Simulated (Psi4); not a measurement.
# SiH3Cl (chlorosilane) at 4 levels

Aim: a comparison of 4 runs (HF/3-21G, HF/cc-pwCVDZ, PBE/def2-SVP, A-CCSD(T)/DZVP) of SiH3Cl (chlorosilane). 

The calculation is run with Psi4 1.11.

2 further runs of the same task are left out: 2 set aside as unsound or not needed.

### 1 The system as given

SiH3Cl has 5 atoms, charge 0, and is taken as a singlet. SMILES: `[SiH3]Cl`. The coordinates come from a PBE0-D4/def2-TZVP relaxation.

Bond lengths: Si1–Cl2 2.054 Å, Si1–H3 1.481 Å, Si1–H4 1.481 Å, Si1–H5 1.481 Å. Angles: Cl2–Si1–H3 108.5°, Cl2–Si1–H4 108.5°, Cl2–Si1–H5 108.5°, H3–Si1–H4 110.4°, H3–Si1–H5 110.4°, H4–Si1–H5 110.4°.

### 2 Energy and forces at HF/3-21G (run 1)

Contents of calc.dat:

```
memory 1600 mb

molecule system {
  0 1
  Si    -0.112000     0.018600    -0.030900
  Cl     1.838300    -0.513500     0.329900
  H     -0.950900    -0.488300     1.079100
  H     -0.534700    -0.585700    -1.314900
  H     -0.190800     1.495400    -0.104700
  symmetry c1
  no_reorient
  no_com
}

set {
  basis         3-21G
  reference     rhf
  puream        true
  e_convergence 1e-09
  d_convergence 1e-08
  scf_type      pk
}

e_tot, wfn = gradient("scf", return_wfn=True)
oeprop(wfn, "DIPOLE", "MAYER_INDICES", "QUADRUPOLE")
print_variables()
```

On the command line:

```console
$ psi4 calc.dat calc.out -n 1
```

calc.out:

```text
[...]
  Running in c1 symmetry.
[...]
  Nuclear repulsion =   86.337218216617615
[...]
  Multiplicity = 1
[...]
  Nalpha       = 17
  Nbeta        = 17
[...]
    Number of basis functions: 32
[...]
   @RHF iter   1:  -746.43582399163654   -3.55349e-01   4.25184e-03 ADIIS/DIIS
[...]
   @RHF iter   8:  -746.45220930181927   -9.77707e-12   5.06792e-09 DIIS
[...]
    Orbital Energies [Eh]
    ---------------------
    Doubly Occupied:
       1A   -104.097403     2A    -68.352778     3A    -10.493820
       4A     -7.957118     5A     -7.953002     6A     -7.953002
       7A     -6.167451     8A     -4.264033     9A     -4.261944
      10A     -4.261943    11A     -1.111480    12A     -0.754953
      13A     -0.543021    14A     -0.543011    15A     -0.519708
      16A     -0.451933    17A     -0.451927
[...]
  @RHF Final Energy:  -746.45220930181927
   => Energetics <=
    Nuclear Repulsion Energy =             86.3372182166176145
    One-Electron Energy =               -1205.3018039276898890
    Two-Electron Energy =                 372.5123764092530223
    Total Energy =                       -746.4522093018192663
[...]
  -Total Gradient:
     Atom            X                  Y                   Z
    ------   -----------------  -----------------  -----------------
       1        0.046315454971    -0.012623938629     0.008533196704
       2       -0.044993809244     0.012273728119    -0.008320520064
       3       -0.000823281837    -0.000493073598     0.001078888232
       4       -0.000412566359    -0.000571372167    -0.001219168888
       5       -0.000085797515     0.001414656275    -0.000072395990
[...]
```

Wall time 0.9 s (1 thread of AMD EPYC 9R45 (Zen 5), shared host); peak memory 0.18 GiB.

### 3 The charge distribution at HF/cc-pwCVDZ (ddCOSMO cyclohexane) (run 2)

Contents of job.dat:

```
memory 1600 mb

molecule {
  0 1
  Si    -0.112000     0.018600    -0.030900
  Cl     1.838300    -0.513500     0.329900
  H     -0.950900    -0.488300     1.079100
  H     -0.534700    -0.585700    -1.314900
  H     -0.190800     1.495400    -0.104700
  symmetry c1
}

set {
  scf_type pk
  print 2
  ddx true
  ddx_model cosmo
  ddx_solvent cyclohexane
  ddx_radii_set uff
}

E, wfn = energy("hf/cc-pwCVDZ", return_wfn=True)
oeprop(wfn, "DIPOLE", "MBIS_CHARGES", "MULTIPOLE(3)", "WIBERG_LOWDIN_INDICES")
```

On the command line:

```console
$ psi4 job.dat job.out -n 1
```

job.out:

```text
[...]
  Running in c1 symmetry.
[...]
  Nuclear repulsion =   86.337218216617615
[...]
  Multiplicity = 1
[...]
  Nalpha       = 17
  Nbeta        = 17
[...]
      Number of basis functions:        69
[...]
   @RHF iter   1:  -750.20657952815282   -3.91679e-01   3.20819e-03 DIIS/ADIIS
[...]
   @RHF iter   7:  -750.23055817099316   -8.35200e-09   3.26596e-07 DIIS
[...]
  @RHF Final Energy:  -750.23055817099316
   => Energetics <=
    Nuclear Repulsion Energy =             86.3372182166176145
    One-Electron Energy =               -1209.9252545613558141
    Two-Electron Energy =                 373.3586754282922016
    DD Solvation Energy =                 -0.0011972545472214
    Total Energy =                       -750.2305581709932767
[...]
 Multipole Moments:
 ------------------------------------------------------------------------------------
     Multipole            Electronic (a.u.)      Nuclear  (a.u.)        Total (a.u.)
 ------------------------------------------------------------------------------------
 L = 1.  Multiply by 2.5417464519 to convert [e a0] to [Debye]
 Dipole X            :          4.3313119           -4.9863142           -0.6550022
 Dipole Y            :         -1.1801422            1.3603234            0.1801812
 Dipole Z            :          0.8021080           -0.9222995           -0.1201915
 Magnitude           :                                                    0.6898835
[...]
```

Run time: 7.2 s. Hardware: 1 thread of AMD EPYC 9R45 (Zen 5), shared host; peak memory 0.33 GiB.

Atomic charges (e):

```csv
atom,MBIS
Si1,+1.229
Cl2,-0.443
H3,-0.262
H4,-0.262
H5,-0.262
```

Run 3 isn't shown in full; the table further down has it.

### 4 A single-point energy at A-CCSD(T)/DZVP (run 4)

Contents of clh3si.inp:

```
memory 1600 MB

molecule {
  Si
  Cl 1 R2
  H 1 R3 2 A3
  H 1 R4 3 A4 2 D4
  H 1 R5 4 A5 3 D5

  R2 = 2.053528
  R3 = 1.480811
  A3 = 108.52006
  R4 = 1.480713
  A4 = 110.40053
  D4 = 118.82183
  R5 = 1.480741
  A5 = 110.40279
  D5 = -122.35535
  symmetry c1
}

set {
  basis       DZVP
  scf_type    pk
  freeze_core true
}

e_tot, wfn = energy('a-ccsd(t)', return_wfn=True)
```

On the command line:

```console
$ psi4 -n 1 clh3si.inp clh3si.out
```

clh3si.out:

```text
[...]
  Running in c1 symmetry.
[...]
  Nuclear repulsion =   86.337215321906783
[...]
  Multiplicity = 1
[...]
  Nalpha       = 17
  Nbeta        = 17
[...]
    Number of basis functions: 42
[...]
   @RHF iter   1:  -750.06996844853563   -3.98346e-01   3.33108e-03 DIIS/ADIIS
[...]
   @RHF iter  10:  -750.09075852313549   -4.54747e-13   1.37556e-09 DIIS
[...]
  @RHF Final Energy:  -750.09075852313549
   => Energetics <=
    Nuclear Repulsion Energy =             86.3372153219067826
    One-Electron Energy =               -1209.3991507335902043
    Two-Electron Energy =                 372.9711768885479728
    Total Energy =                       -750.0907585231354915
[...]
 Multipole Moments:
 ------------------------------------------------------------------------------------
     Multipole            Electronic (a.u.)      Nuclear  (a.u.)        Total (a.u.)
 ------------------------------------------------------------------------------------
 L = 1.  Multiply by 2.5417464519 to convert [e a0] to [Debye]
 Dipole X            :         -0.0000007           -0.0000018           -0.0000026
 Dipole Y            :         -0.0002823            0.0001725           -0.0001098
 Dipole Z            :          4.4547868           -5.2501854           -0.7953986
 Magnitude           :                                                    0.7953987
[...]
      * MP2 total energy                      = -750.293186134416601
[...]
      * CCSD total energy                     = -750.324091019255889
[...]
      * CCSD(aT) total energy                  = -750.329031555585175
[...]
```

Run time: 3.6 s. Hardware: 1 thread of AMD EPYC 9R45 (Zen 5), shared host; peak memory 0.2 GiB.

### 5 All runs side by side

| run | level | task | SCF convergence threshold | energy (Eh) | dipole moment (D) | HOMO energy (eV) | LUMO energy (eV) | wall time |
| --- | --- | --- | --- | --- | --- | --- | --- | --- |
| 1 | HF/3-21G | gradient | 1e-09 | -746.452209 | 2.78 | -12.30 | 3.00 | 0.9 s |
| 2 | HF/cc-pwCVDZ (ddCOSMO cyclohexane) | properties | – | -750.230558 | 1.75 | -12.26 | 3.62 | 7.2 s |
| 3 | PBE/def2-SVP | gradient | 1e-09 | -750.939624 | 1.22 | -7.44 | -0.59 | 4.2 s |
| 4 | A-CCSD(T)/DZVP | energy | – | -750.329032 | – | -12.32 | 2.74 | 3.6 s |

### 6 Summary of results

| quantity | value |
| --- | --- |
| run 4: total energy | -750.32903 Eh |
| run 4: HOMO energy (Hartree–Fock orbitals) | -12.32 eV |
| run 4: LUMO energy (Hartree–Fock orbitals) | 2.74 eV |
| run 4: HOMO–LUMO gap (Hartree–Fock orbitals) | 15.06 eV |
| run 4: correlation energy (10 core orbitals frozen) | -238.3 mEh |
| run 4: T1 diagnostic | 0.009 |

Over runs 1, 2, 3 the dipole moment (its size) runs from 1.22 D (PBE/def2-SVP) to 2.78 D (HF/3-21G). The two ends differ in method and basis. Over runs 1, 2, 3 the HOMO–LUMO gap runs from 6.85 eV (PBE/def2-SVP) to 15.88 eV (HF/cc-pwCVDZ). The two ends differ in method and basis and solvent. All runs together took 16 s, the longest 7.2 s.
